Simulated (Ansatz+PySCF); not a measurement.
A calculation with PySCF 2.14.0.

```python
from pyscf import gto, scf, cc

mol = gto.M(atom="""
S 0.000000 0.000000 0.000000
H 1.500410 0.000000 0.866260
H -1.500410 0.000000 0.866260
""", basis='6-31g', charge=0, spin=2)
mf = scf.UHF(mol)
mf.kernel()
mycc = cc.CCSD(mf, frozen=5).run()
et = mycc.ccsd_t()
print(mf.e_tot, mycc.e_corr, et, mycc.e_tot + et)
```

The script is written out from the run's settings.

Results

- Converged: yes
- Reference energy: -398.47096 hartree
- CCSD correlation energy: -0.07194 hartree
- Triples correction: -0.00104 hartree
- Total energy: -398.54394 hartree
- Spin squared of the determinant: 2.125

Caution: large amplitudes, a single reference is doubtful; another spin multiplicity may lie lower; the unrestricted determinant is spin contaminated.
